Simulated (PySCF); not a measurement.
Species: C5H6.
SMILES with atom numbers: `[CH2:1]=[CH:2][C:3]1=[CH:4][CH2:5]1` (hydrogens: H6, H7 on C1; H8 on C2; H9 on C4; H10, H11 on C5)

The same species was optimised twice, with GFN2-xTB and with PBE0-D3(BJ)/def2-SVP (PySCF), and the same property calculations (PySCF, gas phase) were run on both structures.

```
     coordinate  GFN2-xTB  PBE0-D3(BJ)/def2-SVP  change
      C4–H9 (Å)     1.062                 1.087  +0.025
     C5–H10 (Å)     1.085                 1.103  +0.018
     C5–H11 (Å)     1.085                 1.103  +0.018
      C1–H6 (Å)     1.077                 1.094  +0.017
      C1–H7 (Å)     1.076                 1.092  +0.016
      C2–C3 (Å)     1.419                 1.434  +0.015
      C2–H8 (Å)     1.083                 1.096  +0.013
      C1=C2 (Å)     1.332                 1.341  +0.009
      C3=C4 (Å)     1.309                 1.305  -0.004
      C3–C5 (Å)     1.503                 1.500  -0.003
      C4–C5 (Å)     1.498                 1.497  -0.001
   C5–C4–H9 (°)     144.3                 145.4    +1.1
   C3–C4–H9 (°)     151.4                 150.3    -1.1
   C3–C2–H8 (°)     116.1                 116.8    +0.7
   H6–C1–H7 (°)     117.0                 117.7    +0.7
   C1–C2–H8 (°)     121.0                 120.3    -0.7
  C4–C5–H10 (°)     119.5                 119.9    +0.4
   C2–C1–H7 (°)     121.9                 121.5    -0.4
  C4–C5–H11 (°)     119.5                 119.9    +0.4
C1–C2–C3–C4 (°)       180                   180       0
```

Rotational constants: A = 15764, B = 3603, C = 2990 MHz (GFN2-xTB) against A = 15587, B = 3566, C = 2960 MHz (PBE0-D3(BJ)/def2-SVP). Point groups within 0.08 Å: Cs and Cs.

On the GFN2-xTB structure: lowest singlet, TDDFT (eV) 5.10 [PBE0/def2-SVPD]; lowest triplet, Tamm–Dancoff (eV) 2.83 [PBE0/def2-SVPD]; isotropic polarisability (au) 61.9 [PBE0/def2-SVPD]; HOMO (eV) -6.60 [PBE0/def2-SVPD]; LUMO (eV) -1.15 [PBE0/def2-SVPD]; dipole (D) 0.52 [PBE0/def2-SVPD].

Q: What do these properties become on the PBE0-D3(BJ)/def2-SVP structure?

A: 
```tsv
property	level	on GFN2-xTB	on PBE0-D3(BJ)/def2-SVP	change
lowest singlet, TDDFT (eV)	PBE0/def2-SVPD	5.10	5.09	-0.01
lowest triplet, Tamm–Dancoff (eV)	PBE0/def2-SVPD	2.83	2.86	+0.03
isotropic polarisability (au)	PBE0/def2-SVPD	61.9	62.8	+0.9
HOMO (eV)	PBE0/def2-SVPD	-6.60	-6.61	-0.01
LUMO (eV)	PBE0/def2-SVPD	-1.15	-1.15	0.00
dipole (D)	PBE0/def2-SVPD	0.52	0.55	+0.03
energy, GFN2-xTB geometry as zero (kcal/mol)	PBE0/def2-SVPD	0.0	-0.9	-0.9
```

The heavy atoms differ by 0.008 Å rms after alignment. Among all bonds C4–H9 changes most (+0.025 Å). Changes are differences of the printed values. Neither structure is proved a minimum here.

The values belong to the conformer `[CH2:1]=[CH:2][C:3]1=[CH:4][CH2:5]1`: C1–C2–C3–C4 180°.
